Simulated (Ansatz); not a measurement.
How well does each level of theory give the band gap of CdCl2 (R-3m, No. 166)?

Reference value: 5.7 eV (measured, temperature not stated, not corrected to a static lattice, compiled measured gap; kind and temperature not stated; as tabulated in Kothakonda et al. (2022), arXiv:2208.02841).

```tsv
level (code)	value (eV)
LDA (Ansatz)	___
PBEsol (Ansatz)	3.27
PBEsol+SOC (Ansatz)	3.26 (indirect)
B3LYP (VWN-RPA form) (Ansatz)	5.02
HSE06 (Ansatz)	4.80
HSE06+SOC (Ansatz)	4.79 (indirect)
PBE0 (Ansatz)	___
```

Task: Complete the blanks.

Result: 
- LDA (Ansatz, a first-principles code), value (eV): 3.08
- PBE0 (Ansatz), value (eV): 5.52

Differences against the reference: LDA -2.62 eV, PBEsol -2.43 eV, PBEsol+SOC -2.44 eV, B3LYP (VWN-RPA form) -0.68 eV, HSE06 -0.90 eV, HSE06+SOC -0.91 eV, PBE0 -0.18 eV.

Closest of the ranked levels: PBE0 (-0.18 eV). Among them LDA (-2.62 eV) misses by most.

Semilocal Kohn–Sham gaps run low as a rule, and all computed gaps are for a static lattice, while measured ones hold electron–phonon shifts unless said otherwise. Spin–orbit coupling is included only where a level's name says +SOC; with heavier elements it mostly lowers gaps and can invert bands.  Values are at the measured cell. Cutoffs and k meshes differ between the levels. Ansatz's density-functional and Hartree–Fock values are scalar-relativistic unless marked +SOC, with PAW data made under PBE.

Differences are worked out from the printed values.
